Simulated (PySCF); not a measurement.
Calculation: PySCF 2.14.0 with PBE-D3(BJ)/def2-TZVP // PBE0-D4/def2-SVP. All species are isolated molecules in the gas phase. 

Reference species (SMILES): `N` (neutral, multiplicity 1).

```yaml
HOMO: -6.07 eV
HOMO–LUMO gap: 6.26 eV
```

Changed species: `CN(C)C` (free base N(CH3)3; the reference has free base NH3).

**Question.** Predict the effect on the HOMO and HOMO–LUMO gap.

**Answer.** the HOMO increases by 1.33 eV, to -4.74 eV; the HOMO–LUMO gap decreases by 1.17 eV, to 5.09 eV.
